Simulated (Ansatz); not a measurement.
Input for Ansatz (development build ahead of 0.2.0):

```yaml
crystal:
  periodic: [false, false, false]
  atoms:
    - { symbol: "N", position_ang: [0.02636, -0.01201, 0.04243] }
    - { symbol: H, position_ang: [-0.57502, 0.18994, 0.87596] }
    - { symbol: H, position_ang: [0.68208, 0.76107, -0.14263] }
    - { symbol: H, position_ang: [-0.5823, -0.13964, -0.78121] }
basis:
  gaussian: { orbitals: def2-SVP }
total_charge: 1
magnetization:
  spin_polarized: true
  initial_magnetization: 1
hamiltonian:
  xc: hf
correlation:
  method: mp2
  frozen_orbitals: { H: 0, "N": 1 }
output:
  forces: true
```

The input is written out in the form of the current development build from the run's settings.

The run gave:

* Converged: yes
* Reference energy: -55.81735 hartree
* Correlation energy: -0.14455 hartree
* Total energy: -55.96191 hartree
* Spin squared of the determinant: 0.758
* Stability test: minimum

Forces (eV/Å):
| atom | Fx | Fy | Fz |
| --- | --- | --- | --- |
| N1 | -2.143 | 2.647 | -0.147 |
| H2 | 0.809 | -0.954 | 0.136 |
| H3 | 0.988 | -0.571 | 0.233 |
| H4 | 0.347 | -1.123 | -0.222 |
